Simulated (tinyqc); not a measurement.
Worked calculation: extended Hueckel theory, for CH4. One step of it, computed by the program tinyqc.

Question. Wolfsberg-Helmholz matrix. H_ij = K' S_ij (H_ii + H_jj)/2 for i != j (the diagonal keeps H_ii), with K' = K + D^2 + D^4 (1 - K), D = (H_ii - H_jj)/(H_ii + H_jj), K = 1.5.

overlap S:
```
           1C 2s     1C 2px     1C 2py     1C 2pz     2H 1s      3H 1s      4H 1s      5H 1s
1C 2s   1.000000   0.000000   0.000000   0.000000  0.493612   0.493612   0.493612   0.493612
1C 2px  0.000000   1.000000   0.000000   0.000000  0.284180   0.284180  -0.284180  -0.284180
1C 2py  0.000000   0.000000   1.000000   0.000000  0.284180  -0.284180   0.284180  -0.284180
1C 2pz  0.000000   0.000000   0.000000   1.000000  0.284180  -0.284180  -0.284180   0.284180
2H 1s   0.493612   0.284180   0.284180   0.284180  1.000000   0.149100   0.149100   0.149100
3H 1s   0.493612   0.284180  -0.284180  -0.284180  0.149100   1.000000   0.149100   0.149100
4H 1s   0.493612  -0.284180   0.284180  -0.284180  0.149100   0.149100   1.000000   0.149100
5H 1s   0.493612  -0.284180  -0.284180   0.284180  0.149100   0.149100   0.149100   1.000000
```

diagonal H_ii (eV): 1C 2s -21.400000, 1C 2px -11.400000, 1C 2py -11.400000, 1C 2pz -11.400000, 2H 1s -13.600000, 3H 1s -13.600000, 4H 1s -13.600000, 5H 1s -13.600000

K = 1.500000

Give: H.

Answer.

H (eV):
```
           1C 2s    1C 2px    1C 2py    1C 2pz     2H 1s     3H 1s     4H 1s     5H 1s
1C 2s   -21.4000    0.0000    0.0000    0.0000  -13.3757  -13.3757  -13.3757  -13.3757
1C 2px    0.0000  -11.4000    0.0000    0.0000   -5.3558   -5.3558    5.3558    5.3558
1C 2py    0.0000    0.0000  -11.4000    0.0000   -5.3558    5.3558   -5.3558    5.3558
1C 2pz    0.0000    0.0000    0.0000  -11.4000   -5.3558    5.3558    5.3558   -5.3558
2H 1s   -13.3757   -5.3558   -5.3558   -5.3558  -13.6000   -3.0416   -3.0416   -3.0416
3H 1s   -13.3757   -5.3558    5.3558    5.3558   -3.0416  -13.6000   -3.0416   -3.0416
4H 1s   -13.3757    5.3558   -5.3558    5.3558   -3.0416   -3.0416  -13.6000   -3.0416
5H 1s   -13.3757    5.3558    5.3558   -5.3558   -3.0416   -3.0416   -3.0416  -13.6000
```
